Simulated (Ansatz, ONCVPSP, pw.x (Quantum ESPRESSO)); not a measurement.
# From atom to crystal: ONCV potential for W (Z = 74)

```json
{
  "Element": "tungsten (W)",
  "Generator": "ONCVPSP 4.0.1.1 (patched build)",
  "Type": "optimised norm-conserving Vanderbilt (ONCV)",
  "Functional": "LDA (Perdew-Wang 92)",
  "Relativity": "scalar-relativistic",
  "Frozen core": "[Kr] 4d10 4f14 5s2",
  "Valence charge": "12",
  "Reference configuration": "5p6 5d4 6s2",
  "Partial waves": "6s: rc 2.70 bohr, ncon 4, nbas 7, qcut 2.1 1/bohr, 2 projectors, debl 0.9 Ha; 5p: rc 1.42 bohr, ncon 3, nbas 6, qcut 5.8 1/bohr, 3 projectors, debl 2.9 Ha; 5d: rc 1.70 bohr, ncon 3, nbas 7, qcut 6.2 1/bohr, 2 projectors, debl 1.9 Ha",
  "Local potential": "polynomial inside 1.42 bohr (lpopt 5, dvloc0 6 Ha)",
  "Core correction": "Teter function fitted to the true core (icmod 2), fcfact 0.75"
}
```

Atomic tests: cutoffs needed: 29 Ha and 72 Ha (the cutoffs (Ha) at which the residual kinetic energy of the hardest occupied pseudo-wave falls to 1 and 0.1 mHa per electron); ghost test: no bound ghost flagged; GHOST(+) flagged for s at 10.6 eV; largest excitation error: -23 meV (all-electron minus pseudo) for 5p6 5d4 6s0, out of 4 test configurations.

Crystal test: fcc W in pw.x 7.5, no spin, 14³ k-points, Fermi–Dirac smearing 0.01 Ry, cutoffs 170/680 Ry. The reference is all-electron LAPW (Ansatz 0.2.0) with the same functional, mesh and smearing; V0 and B0 come from Birch–Murnaghan fits to the pressures at five volumes. Errors are pseudo minus all-electron; Δ is the rms difference of the E(V) curves that follow from these fits, minima aligned, over ±6 % about the mean V0. Mesh and smearing are coarse, so the numbers serve the comparison and aren't converged zero-temperature values; the lattice is a test structure that the element need not adopt.

| V (Å³/atom) | P all-electron (GPa) | P pseudo (GPa) |
| --- | --- | --- |
| 14.903 | 17.87 | 13.32 |
| 15.295 | 8.51 | 4.40 |
| 15.687 | 0.24 | -3.52 |
| 16.079 | -7.07 | -10.50 |
| 16.471 | -13.52 | -16.65 |

All-electron: a0 = 3.975 Å (V0 = 15.70 Å³/atom), B0 = 309.7 GPa.

Pseudopotential: mean pressure error (GPa): -3.80; a0 (Å): 3.958; a0 error (%): -0.41; B0 error (%): +0.3; Δ (meV/atom): 13.1. The generator flags a localised state at positive energy (s at 11 eV).

Task: At the middle volume, how do free energy and pressure move when the wave cutoff is lowered (ecutrho kept at four times it)?

Result:

| cutoff (Ry) | shift of F (meV/atom) | shift of P (GPa) |
| --- | --- | --- |
| 76 | +108.4 | +0.28 |
| 102 | +58.9 | -2.11 |
| 136 | +9.1 | +0.33 |

The run at the middle volume (104 k-points, 7 iterations) took about 2.5 min on one core of a shared host (Neoverse-N1, 64 threads, 124 GiB, load 53).
